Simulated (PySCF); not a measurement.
CH$_{3}$, SMILES `[CH3]` (charge 0, multiplicity 2)

Computed with PySCF with TPSSh-D3(BJ)/def2-TZVP // r2SCAN-D4/def2-SVP.

```
Property                                        Result
-----------------------------  -----------------------
highest occupied spin orbital                 -6.06 eV
dipole moment                                   0.00 D
total energy                               -1084.68 eV
cost                           roughly 21 core-seconds
```

Bonded distances (Å): C1–H2 1.091, C1–H3 1.091, C1–H4 1.091. Angles (°): H2–C1–H3 120.0, H2–C1–H4 120.0, H3–C1–H4 120.0.
Charge 0, spin multiplicity 2.
